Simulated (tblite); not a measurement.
Compound: C4H4NP.
SMILES with atom numbers: `[cH:1]1[cH:2][p:3][cH:4][cH:5][n:6]1` (hydrogens: H7 on C1; H8 on C2; H9 on C4; H10 on C5)

Computed with GFN2-xTB (tblite), gas phase: L-BFGS steps from a force-field or distance-geometry start until the largest atomic force falls under 0.01 eV/Å.

Step 0: E = -434.8909 eV
```
atom  x, y, z in Å  |  force x, y, z in eV/Å
C1      1.1370   -0.7741   -0.1842   -1.374   0.400  -0.009
C2      1.4845    0.5264    0.1285   -0.691  -0.741  -0.080
P3      0.1808    1.6377    0.4076   -0.316   2.011   0.439
C4     -1.3573    0.8167    0.1789    1.789  -0.688  -0.041
C5     -1.2500   -0.5268   -0.1332   -0.337   0.244  -0.094
N6     -0.1345   -1.1966   -0.3002    0.984  -1.225  -0.206
H7      1.9235   -1.4936   -0.3598   -0.232  -0.350  -0.082
H8      2.5336    0.8022    0.2184   -0.432   0.198   0.019
H9     -2.3116    1.2852    0.2995   -0.008   0.324   0.064
H10    -2.1971   -1.0724   -0.2780    0.619  -0.172  -0.011
```

Step 1: E = -435.0235 eV
```
atom  x, y, z in Å  |  force x, y, z in eV/Å
C1      1.1173   -0.7684   -0.1843   -0.197  -0.382  -0.158
C2      1.4746    0.5158    0.1274   -0.722   0.569   0.223
P3      0.1763    1.6665    0.4139    0.286   1.170   0.243
C4     -1.3317    0.8069    0.1784    0.558   0.174   0.140
C5     -1.2548   -0.5233   -0.1345    0.761  -0.603  -0.249
N6     -0.1205   -1.2141   -0.3031   -0.699  -0.758  -0.131
H7      1.9202   -1.4986   -0.3610   -0.518   0.018   0.005
H8      2.5274    0.8050    0.2186   -0.610   0.049  -0.018
H9     -2.3117    1.2898    0.3004    0.721  -0.061  -0.033
H10    -2.1883   -1.0749   -0.2782    0.421  -0.176  -0.023
```

Task: Estimate the geometry and energy of step 2. (The exact step hangs on the optimiser's Hessian estimate; all steps are aligned on step 1, rigid shifts and turns removed.)

Result: E = -435.1497 eV, largest force 1.049 eV/Å
```
atom  x, y, z in Å  |  force x, y, z in eV/Å
C1      1.1001   -0.7720   -0.1875    0.237  -0.126  -0.039
C2      1.4538    0.5197    0.1310   -0.680   0.581   0.187
P3      0.1788    1.7090    0.4229    0.297   0.248   0.036
C4     -1.3034    0.8036    0.1807    0.076   0.315   0.129
C5     -1.2432   -0.5327   -0.1403    0.679  -0.210  -0.079
N6     -0.1245   -1.2409   -0.3077   -0.676  -0.512  -0.124
H7      1.9078   -1.5017   -0.3617   -0.494   0.150   0.031
H8      2.5113    0.8079    0.2185   -0.682  -0.042  -0.036
H9     -2.2977    1.2917    0.3004    1.010  -0.271  -0.078
H10    -2.1740   -1.0801   -0.2788    0.233  -0.133  -0.027
```

The energy changes by -0.1261 eV. The first-order estimate −F·Δx gives -0.1644 eV and the mean of the old and new forces, exact on a quadratic surface, -0.1262 eV. The step makes an angle of 28° with the force vector and moves no atom by more than 0.044 Å.
